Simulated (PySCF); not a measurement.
## Computed data sheet: `C#CCC#N`

Species: C₄H₃N.
Bonds: C1–C2 (triple), C2–C3, C3–C4, C4–N5 (triple). Hydrogens: H6 on C1; H7, H8 on C3.

Some functional groups and rings: nitrile and alkyne.

**GFN2-xTB geometry**

* Point group of the GFN2-xTB geometry: Cs
* Rotational constants A, B, C of the GFN2-xTB geometry: 18.411, 3.101, 2.699 GHz

From wB97X-D/def2-SVPD ground state and vertical TDDFT (core frozen in the response) (PySCF):

* Dipole moment: 3.72 D
* HOMO energy: -10.48 eV
* LUMO energy: 1.80 eV
* HOMO–LUMO gap: 12.28 eV
* Lowest singlet excitation: 6.73 eV (184 nm, f = 0.000)
* Strongest line among the 8 lowest singlet transitions: S6 at 8.09 eV (153 nm, f = 0.057)
* Lowest triplet excitation (Tamm–Dancoff): 5.60 eV
* Static isotropic polarisability: 47.5 au
* Electronic spatial extent ⟨r²⟩ about the centre of nuclear charge: 433 bohr²

PBE0/pcSseg-1 ground state and GIAO shieldings, non-relativistic (PySCF):

* Lowest Hirshfeld atomic charge: -0.22 e on N5
* Highest Hirshfeld atomic charge: +0.10 e on H6
* 13C chemical shifts (computed TMS as zero) by class: 118.3 (C4), 79.6 (C1), 77.0 (C2), 8.8 (C3) ppm
* 1H chemical shifts (computed TMS as zero) by class: 3.24 (H7/H8), 1.67 (H6) ppm
* Isotropic shieldings of nuclei other than C and H, by class: -35 (N5) ppm
* Mayer bond orders between heavy atoms: C1–C2 2.58, C2–C3 1.05, C3–C4 1.02, C4–N5 3.06

B3LYP/pcJ-1 indirect spin-spin coupling, non-relativistic, gas phase (PySCF):

* Largest of the computed one-bond spin–spin couplings (means over like bonds): 13C–1H +269.5 (C1–H6), 13C–13C +220.8 (C1–C2), 13C–1H +144.7 (C3–H7 and 1 like it), 13C–13C +78.3 (C2–C3), 13C–13C +70.5 (C3–C4), 15N–13C -21.2 (N5–C4) Hz

Monoisotopic mass from the formula: 65.0265 u.

The rotational constants make it an asymmetric top with κ = (2B − A − C)/(A − C) = -0.95, nearer the prolate limit (−1). No computed singlet falls in the visible range (750 to 380 nm, 1.65 to 3.26 eV); S1 lies 3.47 eV above its blue end. The largest Löwdin shares of the HOMO are 0.41 on C1, 0.39 on C2 and 0.08 on C3. The polarisability is 7.04 Å³ as a volume (1 au = 0.148185 Å³), or 1.40 au for each of the 34 electrons. The principal polarisabilities are 35.1, 44.6 and 62.9 au; their mean is the isotropic value.

